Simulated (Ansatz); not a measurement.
# H₄NOSi radical: small, medium and large basis sets

One table from this session's results is given with a row withheld; the runs are named, their logs left out.

Computed with Ansatz 0.2.0, Gaussian basis. Level: one geometry, several basis sets.

Levels to be run: PBE0-D4/def2-SVP; ωB97M-V/def2-SVP; PBE0-D4/def2-QZVPP; ωB97M-V/def2-QZVPP; CCSD(T)/cc-pV(D+d)Z; CCSD(T)/cc-pV(T+d)Z; CCSD(T)/cc-pV(Q+d)Z; the functionals' def2-TZVPP values are taken from earlier runs.

## The relaxed structure

An earlier PBE0-D4 in a triple-zeta def2 set relaxation fixed the geometry.

SMILES `N[SiH2][O]`, 7 atoms, charge 0, spin multiplicity 2.

Atoms are counted from 1 here; the program's logs count them from 0.

Bond lengths: N1–Si2 1.699 Å, N1–H4 1.006 Å, N1–H5 1.007 Å, Si2–O3 1.658 Å, Si2–H6 1.490 Å, Si2–H7 1.485 Å. Angles: Si2–N1–H4 121.2°, Si2–N1–H5 122.3°, H4–N1–H5 111.7°, N1–Si2–O3 120.6°, N1–Si2–H6 109.6°, N1–Si2–H7 106.8°, O3–Si2–H6 98.7°, O3–Si2–H7 106.9°, H6–Si2–H7 114.5°.

The first run:

File in.yaml:

```yaml
crystal:
  periodic: [false, false, false]
  atoms:
    - {symbol: N, position_ang: [-0.904942, 0.160659, -0.547202]}
    - {symbol: Si, position_ang: [0.579449, -0.013268, 0.261876]}
    - {symbol: O, position_ang: [0.850931, -1.312010, 1.256013]}
    - {symbol: H, position_ang: [-1.062281, -0.265284, -1.445406]}
    - {symbol: H, position_ang: [-1.768392, 0.325340, -0.056461]}
    - {symbol: H, position_ang: [0.731446, 1.076719, 1.267060]}
    - {symbol: H, position_ang: [1.635089, -0.040255, -0.781580]}
basis:
  gaussian: {orbitals: def2-SVP}
magnetization: {spin_polarized: true, initial_magnetization: 1}
hamiltonian: {xc: pbe0, dispersion: d4}
output: {orbitals: {seedname: orbitals}}
```

Run with:

```sh
ansatz run in.yaml --threads 2 --pin off --events-out ev --progress --plain --max-ram 31744MiB --backend cpu
```

Steps of the session up to this table: PBE0-D4 in def2-SVP; ωB97M-V in def2-SVP; PBE0-D4 in def2-QZVPP; ωB97M-V in def2-QZVPP.

One of the session's tables, all rows but one given; the rest of the session is left out.

| functional | basis | HOMO (eV) | LUMO (eV) |
| --- | --- | --- | --- |
| PBE0-D4 | def2-SVP | -7.74 | -4.02 |
| PBE0-D4 | def2-TZVPP | -7.99 | -4.32 |
| PBE0-D4 | def2-QZVPP | -8.04 | -4.37 |
| ωB97M-V | def2-SVP | ? | ? |
| ωB97M-V | def2-TZVPP | -10.41 | -2.14 |
| ωB97M-V | def2-QZVPP | -10.46 | -2.21 |

Q: Estimate the row for ωB97M-V, def2-SVP from the others.

The run gave: HOMO (eV): -10.14; LUMO (eV): -1.76. In the column «HOMO (eV)» it lies between ωB97M-V, def2-TZVPP (-10.41) and PBE0-D4, def2-QZVPP (-8.04).
